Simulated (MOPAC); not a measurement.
MOPAC input (PM7):

```
PM7 PRECISE GNORM=0.05 LET XYZ CHARGE=-1 GEO-OK AUX(PRECISION=9) THREADS=1
C2H2F

C    -0.01075073 1    0.64443952 1   -0.00020773 1
C     1.14148505 1   -0.05703999 1    0.00113003 1
F    -1.11822560 1   -0.31777191 1   -0.00099264 1
H     1.19675056 1   -1.15149369 1    0.00151889 1
H     2.08287389 1    0.48704365 1    0.00188105 1
```

From the last part of the output:

```
                                                       MOPAC v23.2.5 Linux

          FINAL HEAT OF FORMATION =        -17.72888 KCAL/MOL =     -74.17764 KJ/MOL

          COSMO AREA              =         78.14 SQUARE ANGSTROMS
          COSMO VOLUME            =         60.24 CUBIC ANGSTROMS

          GRADIENT NORM           =          0.01985          =       0.00888 PER ATOM
          IONIZATION POTENTIAL    =          2.534779 EV
          HOMO LUMO ENERGIES (EV) =         -2.535  8.734
          NO. OF FILLED LEVELS    =          9
          MOLECULAR WEIGHT        =         45.0362         POINT GROUP:  Cs

          MOLECULAR DIMENSIONS (Angstroms)

            Atom       Atom       Distance
            H     5    F     3     3.25885
            H     4    C     1     1.94999
            F     3    C     2     0.00000

          SCF CALCULATIONS        =         16

   ATOM   CHEMICAL          X               Y               Z
  NUMBER   SYMBOL      (ANGSTROMS)     (ANGSTROMS)     (ANGSTROMS)

     1       C         -0.04418641  *   0.56361739  *  -0.00021558  *
     2       C          1.15315284  *  -0.07140072  *   0.00114580  *
     3       F         -1.12037614  *  -0.25116534  *  -0.00101512  *
     4       H          1.31229357  *  -1.12041232  *   0.00162199  *
     5       H          2.05181213  *   0.49536211  *   0.00184822  *

                             CARTESIAN COORDINATES

   1    C       -0.044186406     0.563617386    -0.000215580
   2    C        1.153152842    -0.071400724     0.001145800
   3    F       -1.120376136    -0.251165345    -0.001015124
   4    H        1.312293567    -1.120412316     0.001621992
   5    H        2.051812127     0.495362107     0.001848224

           Empirical Formula: C2 H2 F  =     5 atoms

      MOLECULAR POINT GROUP   :   Cs

                  EIGENVALUES
 -32.75922 -18.12146 -12.47492  -9.40679  -9.12691  -9.04465  -6.90153  -3.14050
  -2.53478   8.73412  10.89731  12.80266  12.91124  14.06130

              NET ATOMIC CHARGES AND DIPOLE CONTRIBUTIONS

  ATOM NO.   TYPE          CHARGE      No. of ELECS.   s-Pop       p-Pop
    1          C           0.037582        3.9624     1.57454     2.38788
    2          C          -0.837712        4.8377     1.07351     3.76420
    3          F          -0.415936        7.4159     1.96386     5.45208
    4          H           0.102321        0.8977     0.89768
    5          H           0.113745        0.8863     0.88626
 DIPOLE           X         Y         Z       TOTAL
 POINT-CHG.    -1.132     0.665    -0.001     1.313
 HYBRID         0.658    -2.131     0.001     2.231
 SUM           -0.473    -1.466    -0.000     1.540

          ATOMIC ORBITAL ELECTRON POPULATIONS

     Atom    s        px        py        pz
    1  C   1.57454   0.74450   1.10641   0.53697
    2  C   1.07351   1.13887   1.11782   1.50751
    3  F   1.96386   1.66400   1.83255   1.95552
    4  H   0.89768
    5  H   0.88626

 **********************
 *                    *
 * JOB ENDED NORMALLY *
 *                    *
 **********************

 == MOPAC DONE ==
```

The dipole moment of an ion depends on the origin.
